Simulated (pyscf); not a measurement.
H₃Ge–AsH₂ + water (H₂O) → HO–GeH₂–AsH₂ + hydrogen (H₂), a four-centre exchange (singlet surface; Ge–H, H–O broken, Ge–O, H–H formed). PySCF, gas phase, ωB97X-D3(BJ)/def2-SVP geometries. Energies in kcal/mol from the separated reactants.

Small-basis levels: PySCF, no dispersion term, spherical d functions. 

Problem. Quick B3LYP/LANL2DZ single points give ΔE‡ = 41.2 kcal/mol and ΔE = -3.1 kcal/mol. What does ωB97M-D3(BJ)/def2-TZVP give, and how far is the quick result from it?

Solution. ωB97M-D3(BJ)/def2-TZVP gives ΔE‡ = 44.6 kcal/mol and ΔE = -0.1 kcal/mol. B3LYP/LANL2DZ lies 3.5 kcal/mol under it in the barrier and 3.0 kcal/mol under it in the reaction energy, so on this step it does not hold to within 3.0 kcal/mol. ωB97M-D3(BJ)/def2-TZVP has limits of its own. At the saddle there is also a short Ge–H contact that neither side keeps. This is the saddle that the search found; another between the same sides may lie lower. In the def2 sets elements up to Kr have no core potential.
